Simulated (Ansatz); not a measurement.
Reaction: C3H3 (SMILES [CH]1C=C1, doublet) → C3H3 (SMILES [C]1=CC1, doublet)
Each species at its own B3LYP-D3(BJ)/def2-TZVP minimum (Ansatz, a first-principles code).

Total energies in hartree (Ansatz). Radicals and triplets start from unrestricted determinants; spin-orbit coupling is neglected. Correlated methods leave the cores frozen. No relativity. The UHF reference of C3H3 ([C]1=CC1, doublet) is spin-contaminated (<S^2> up to 0.14 over the pure value in the sets run).

```csv
species,HF/aug-cc-pVTZ,CCSD(T)/aug-cc-pVTZ,HF/aug-cc-pVQZ,CCSD(T)/aug-cc-pVQZ,CCSD(T)/aug-cc-pVDZ,CCSDT(Q)/aug-cc-pVDZ
"1: C3H3 (SMILES [CH]1C=C1, doublet)",-115.23593,-115.73566,-115.24267,-115.76390,-115.63170,-115.63356
"2: C3H3 (SMILES [C]1CC=1, doublet)",-115.21645,-115.72250,-115.22312,-115.75021,-115.62009,-115.62261
```

**Question.** Work out the isomerisation energy (electronic) in kJ/mol: take Hartree-Fock from aug-cc-pVQZ, extrapolate the CCSD(T) correlation energy as X^-3 (X = 3, 4), and add CCSDT(Q) - CCSD(T) in aug-cc-pVDZ. 1 hartree = 2625.5 kJ/mol.

**Answer.** 
Species 1: correlation (64·(-0.52123) - 27·(-0.49973))/37 = -0.53692; step -0.00186; E1 = -115.24267 + (-0.53692) + (-0.00186) = -115.78145
Species 2: correlation (64·(-0.52709) - 27·(-0.50605))/37 = -0.54244; step -0.00252; E2 = -115.22312 + (-0.54244) + (-0.00252) = -115.76808
-1·E1 +1·E2 = 0.01337 hartree = 35.1 kJ/mol.
